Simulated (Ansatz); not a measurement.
Gas-phase electronic energies from Ansatz, PBE0-D4/def2-TZVP geometries. CCSD(T)/CBS is the MP2 limit (def2-TZVPP, def2-QZVPP) plus CCSD(T) − MP2 in def2-TZVPP, frozen cores. DFT in def2-TZVPP. One conformer a species, not always the lowest.

`FCCOCF` + `CCCO` → `CCCOCF` + `COCF`  (substitution at a C–C bond)

| species | PBE0 energy (Eh) |
| --- | --- |
| `FCCOCF` | -392.57644 |
| `CCCO` | -194.20288 |
| `CCCOCF` | -332.66807 |
| `COCF` | -254.10683 |

(1) Work out ΔE.

Largest T1 diagnostic among the species: 0.011.

Answers

(1) ΔE = (-332.66807) + (-254.10683) − (-392.57644) − (-194.20288) = 0.00442 Eh = +2.8 kcal/mol. CCSD(T)/CBS gives +3.2 kcal/mol.

From PBE to PBE0 (25 % exact exchange), in def2-TZVPP and without D4, ΔE moves by +0.7 kcal/mol.
